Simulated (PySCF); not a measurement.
Property card for `C/C=C\CC`

C5H10.
Atom-mapped SMILES: `[CH3:1]/[CH:2]=[CH:3]\[CH2:4][CH3:5]` (hydrogens: H6, H7, H8 on C1; H9 on C2; H10 on C3; H11, H12 on C4; H13, H14, H15 on C5)

PBE0-D3(BJ)/def2-SVP geometry optimisation, gas phase (PySCF):

| Quantity | Value |
| --- | --- |
| Point group | C1 |
| Rotational constants A, B, C | 10.872, 2.609, 2.379 GHz |

From CAM-B3LYP/def2-SVPD ground state, ΔSCF and vertical TDDFT (core frozen in the response) (PySCF):

| Item | Value |
| --- | --- |
| Dipole moment | 0.28 D |
| HOMO energy | -8.25 eV |
| LUMO energy | 1.39 eV |
| HOMO–LUMO gap | 9.64 eV |
| Lowest singlet excitation | 6.77 eV (183 nm, f = 0.026) |
| Strongest line among the 10 lowest singlet transitions | S2 at 7.20 eV (172 nm, f = 0.393) |
| Lowest triplet excitation (Tamm–Dancoff) | 4.33 eV |
| Static isotropic polarisability | 64.5 au |
| Vertical ionisation energy | 9.09 eV |
| Electronic spatial extent ⟨r²⟩ about the centre of nuclear charge | 587 bohr² |

B3LYP/pcSseg-2 ground state and GIAO shieldings, non-relativistic (PySCF):

| Property | Result |
| --- | --- |
| 13C chemical shifts (computed TMS as zero) by class | 145.1 (C3), 135.7 (C2), 25.7 (C4), 17.5 (C5), 15.1 (C1) ppm |
| 1H chemical shifts (computed TMS as zero) by class | 5.67 (H9), 5.66 (H10), 2.20 (H11/H12), 1.77 (H6/H7/H8), 0.97 (H13/H14/H15) ppm |

B3LYP/pcJ-1 indirect spin-spin coupling, non-relativistic, gas phase; spin–dipole term left out (PySCF):

| Property | Result |
| --- | --- |
| Largest of the computed one-bond spin–spin couplings (means over like bonds) | 13C–1H +159.9 (C2–H9), 13C–1H +159.1 (C3–H10), 13C–1H +133.0 (C5–H13 and 2 like it), 13C–1H +132.3 (C1–H6 and 2 like it), 13C–1H +130.8 (C4–H11 and 1 like it), 13C–13C +77.9 (C2–C3), 13C–13C +47.2 (C1–C2), 13C–13C +46.1 (C3–C4) Hz |

delta-SCF UKS SCAN, pcX-2 on the ionised atom, pcseg-1 elsewhere, spin-free X2C (PySCF):

| Quantity | Value |
| --- | --- |
| Core binding energies | C1s 290.0 (C3), C1s 290.1 (C2), C1s 290.5 (C5), C1s 290.6 (C4), C1s 290.7 (C1) eV |

Monoisotopic mass (most abundant isotopes): 70.0783 u.

S1 lies 2.87 eV below the HOMO–LUMO gap; its leading configuration is HOMO→LUMO, weight 0.61. The polarisability is 9.56 Å³ as a volume (1 au = 0.148185 Å³), or 1.61 au for each of the 40 electrons. The rotational constants make it an asymmetric top with κ = (2B − A − C)/(A − C) = -0.95, nearer the prolate limit (−1). No computed singlet falls in the visible range (750 to 380 nm, 1.65 to 3.26 eV); S1 lies 3.51 eV above its blue end. With B = h/(8π²I), that is 505.379 GHz u Å² over I, the principal moments of inertia are 46.5, 193.7 and 212.5 u Å² (most abundant isotopes); the inertial defect Ic − Ia − Ib is -27.7 u Å² (zero for a rigid planar frame, negative otherwise). The ΔSCF ionisation energy exceeds −ε(HOMO) by 0.84 eV with CAM-B3LYP. The dipole equals about 0.9 × 10⁻³⁰ C·m (1 D = 3.33564 × 10⁻³⁰ C·m). The vertical singlet–triplet gap S1 − T1 is 2.44 eV (TDDFT singlet less Tamm–Dancoff triplet; S1: HOMO→LUMO, weight 0.61; T1: HOMO→LUMO+1, weight 0.45, beside HOMO→LUMO, weight 0.25).

 NMR classes are plain means over equivalent atoms (diastereotopic ones count apart unless rotation or inversion swaps them), as if these changed places fast; in this geometry the members of some classes differ.

Conformer computed: `[CH3:1]/[CH:2]=[CH:3]\[CH2:4][CH3:5]`: C2–C3–C4–C5 -116°.

One conformer stands for the species.
